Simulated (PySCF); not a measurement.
Hydrogen peroxide, H2O2.
Numbering: `[OH:1][OH:2]` (hydrogens: H3 on O1; H4 on O2)

Level: wB97X-D/pcSseg-2 in PySCF, non-relativistic, on one gas-phase PBE0-D3(BJ)/def2-TZVP geometry that isn't relaxed in the solvent. The solvent is an IEF-PCM continuum (van der Waals radii × 1.2). The model holds no explicit solvent molecules, cavitation or dispersion.

Gas phase at wB97X-D/pcSseg-2: HOMO -9.47 eV, LUMO 2.30 eV, dipole 0.11 D.

Problem. What does the continuum do to the energy, the frontier levels and the dipole at wB97X-D/pcSseg-2 in chloroform?

Solution. 
```json
{"solvent": "chloroform", "ε": "4.711", "E(solvent) − E(gas) (kJ/mol)": "-19.73", "polarisation term (kJ/mol)": "-20.88", "distortion of the solute (kJ/mol)": "1.15", "HOMO (eV)": "-9.48", "LUMO (eV)": "2.47", "dipole (D)": "0.12"}
```

The first energy column is the sum of the next two and covers electrostatics alone.

Conformer computed: `[OH:1][OH:2]`: H–O1–O2–H -176°.

The pairwise dispersion term of wB97X-D wasn't added to the energies; at a given geometry it leaves orbitals and properties as they are.
